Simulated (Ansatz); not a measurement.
# PO2 radical: how energies converge with the basis set

How large a basis does PO2 radical need? Two functionals and correlated methods are run in growing sets.

Program: Ansatz 0.2.0, Gaussian basis. Level of theory: one geometry, several basis sets. These are calculated values, not measurements.

Levels to be run: PBE0-D4/def2-SVP; ωB97M-V/def2-SVP; PBE0-D4/def2-QZVPP; ωB97M-V/def2-QZVPP; CCSD(T)/cc-pV(D+d)Z; CCSD(T)/cc-pV(T+d)Z; CCSD(T)/cc-pV(Q+d)Z; the functionals' def2-TZVPP values are taken from earlier runs.

## (1) Structure used throughout

The geometry comes from an earlier relaxation with PBE0-D4/def2-TZVP; it is a stationary point.

SMILES `[O]P=O`, 3 atoms, charge 0, spin multiplicity 2.

Atoms are counted from 1 here; the program's logs count them from 0.

Bond lengths: O1–P2 1.465 Å, P2–O3 1.465 Å. Angles: O1–P2–O3 134.7°.

## (2) PBE0-D4 in def2-SVP

Contents of in.yaml:

```yaml
crystal:
  periodic: [false, false, false]
  atoms:
    - {symbol: O, position_ang: [0.300358, 1.295601, 0.308249]}
    - {symbol: P, position_ang: [-0.328472, 0.062559, -0.172506]}
    - {symbol: O, position_ang: [0.028114, -1.358160, -0.135743]}
basis:
  gaussian: {orbitals: def2-SVP}
magnetization: {spin_polarized: true, initial_magnetization: 1}
hamiltonian: {xc: pbe0, dispersion: d4}
output: {orbitals: {seedname: orbitals}}
```

Run with:

```sh
> ansatz run in.yaml --threads 4 --pin off --events-out ev --progress --plain --max-ram 10444MiB
```

Further steps of the session: ωB97M-V in def2-SVP; PBE0-D4 in def2-QZVPP; ωB97M-V in def2-QZVPP; CCSD(T) in cc-pV(D+d)Z; CCSD(T) in cc-pV(T+d)Z; CCSD(T) in cc-pV(Q+d)Z.

Q: Predict the results of all the runs planned. Wanted: MP2 correlation recovered, cc-pV(D+d)Z; MP2 correlation recovered, cc-pV(T+d)Z; MP2 correlation recovered, cc-pV(Q+d)Z; difference of two CCSD(T) limits: def2 sets; PBE0-D4: double and triple zeta above quadruple; ωB97M-V: double and triple zeta above quadruple.

The runs gave:

```
                                                                   quantity          value
                                     MP2 correlation recovered, cc-pV(D+d)Z         70.1 %
                                     MP2 correlation recovered, cc-pV(T+d)Z         88.1 %
                                     MP2 correlation recovered, cc-pV(Q+d)Z         95.1 %
difference of two CCSD(T) limits: def2 sets (earlier runs) less this series        -26 meV
                            PBE0-D4: double and triple zeta above quadruple  9.60, 0.56 eV
                            ωB97M-V: double and triple zeta above quadruple  9.68, 0.53 eV
```

In words: For PBE0-D4 the step from double to triple zeta gains 9.03 eV and the next only 0.56 eV. Correlation climbs from 70 % (cc-pV(D+d)Z) to 95 % (cc-pV(Q+d)Z) of the limit; Hartree-Fock is 0.137 eV from its own by then. A limit from the def2 sets, made apart, differs by 26 meV, a least measure of the doubt on such a limit. Total energies overstate the basis error of differences, where much of it tends to cancel.
